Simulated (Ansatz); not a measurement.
# Ga (Cmce)

Computed with DFT PBEsol, scalar-relativistic, plane waves, PAW in Ansatz 0.2.0.

Settings: cutoff 420 eV, Γ-centred mesh 12×12×10 on the computed 4-atom cell, Gaussian smearing of 0.10 eV; no spin polarisation.

The structure is relaxed at this level of theory with its symmetry kept.

The structure is orthorhombic, space group Cmce (No. 64). The conventional cell has a = 4.471 Å, b = 7.594 Å, c = 4.492 Å, α = 90.00°, β = 90.00°, γ = 90.00°. Around Ga (site symmetry m) lie 7 Ga at 2.48 to 2.76 Å.

```json
{
 "Volume per atom": "19.06 Å³",
 "Formation energy from the elements' standard states (uncorrected)": "-0.001 eV/atom",
 "Kohn–Sham band gap": "none (metal)",
 "Density of states at the Fermi level": "0.62 states/eV per cell",
 "Löwdin character within 0.5 eV of the Fermi level": "Ga 4p 80 %, Ga 4s 17 %",
 "Bulk modulus": "60 GPa",
 "Its pressure derivative": "5.2",
 "Bader charges (e)": "Ga (4 in the cell) 0.00"
}
```

Cost: 9 runs of about 17 core-minutes in all, on Arm Neoverse V2 (shared hosts).